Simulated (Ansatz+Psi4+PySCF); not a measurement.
doublet HF(+): levels of theory in one basis

```csv
atom,x (Å),y (Å),z (Å)
F,0.0000,0.0000,0.0934
H,0.0000,0.0000,-0.8405
```

Basis set: cc-pVTZ (spherical functions). Left uncorrelated: 1 orbital. Correlation on ROHF uses semicanonical orbitals with singles. Charge 1, multiplicity 2.

Computed with Ansatz (development build ahead of 0.2.0) and Psi4 1.11; each method stands on the lowest determinant of its kind that the runs found.

```
      method  E − E(ROHF) (eV)  <S²> of the determinant
        ROHF              0.00                     0.75
         UHF             -0.14                     0.75
    ROHF-MP2             -5.65                        –
     UHF-MP2             -5.64                     0.75
   ROHF-CCSD             -5.99                        –
    UHF-CCSD             -5.99                     0.75
ROHF-CCSD(T)             -6.10                        –
 UHF-CCSD(T)             -6.10                     0.75
```
